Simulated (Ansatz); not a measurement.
For α-phase Ga, PBEsol in Ansatz (plane waves, PAW) gives:

* **equilibrium volume per atom**: 19.06 Å³/atom
* **bulk modulus**: 60.6 GPa
* **cohesive energy**: 3.07 eV/atom

**Question.** What does r²SCAN-D4 (Ansatz, a program for electronic structure, PAW) give for the same quantities?

**Answer.** 
- equilibrium volume per atom: 18.85 Å³/atom (shrinks by 1.1 %)
- bulk modulus: 67.3 GPa (rises by 11 %)
- cohesive energy: 3.00 eV/atom (drops by 0.07 eV/atom)

For comparison: cohesive energy 2.81 eV/atom (measured, 0 K, copied from a table, unchecked, 0 K, 1 atm; zero-point vibration energy not added; as tabulated in Kittel's textbook).

Changes are worked out from the printed values.

Unless a cell is named, each level is at its own relaxed cell (PBEsol 19.06, r²SCAN-D4 18.85 Å³/atom).

Ansatz's density-functional and Hartree–Fock values are scalar-relativistic unless marked +SOC, with PAW data made under PBE.
